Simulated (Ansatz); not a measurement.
Species: C₃H₂N, net charge -1, singlet state. It need not be the lowest isomer of its formula. Whether it binds its extra electron was not tested at this geometry. 
Structure (B3LYP-D3(BJ)/def2-TZVP (Ansatz, a first-principles code) minimum search):
```xyz
6

C     -0.3053    -1.7073     0.0220
C      0.4959    -0.6067    -0.0002
C     -0.0356     0.7222    -0.0071
H      0.3663    -2.5946     0.0224
H      1.5977    -0.5930    -0.0150
N     -0.4134     1.8197    -0.0137
```
Charge -1, spin multiplicity 1.

Basis-set convergence of Hartree-Fock and CCSD(T) correlation energies (hartree) with Ansatz. Cores are frozen in the correlated levels unless marked. No spin-orbit coupling. No relativistic terms.

| basis | functions | E(HF) | E(corr, CCSD(T)) | rough core time |
|---|---|---|---|---|
| aug-cc-pVDZ | 110 | -169.16344 | -0.61408 | under 20 s |
| aug-cc-pVTZ | 230 | ___ | ___ | 80 s |

**Question.** Fill in the missing entries.

**Answer.** 
- aug-cc-pVTZ, E(HF): -169.19942
- aug-cc-pVTZ, E(corr, CCSD(T)): -0.72082
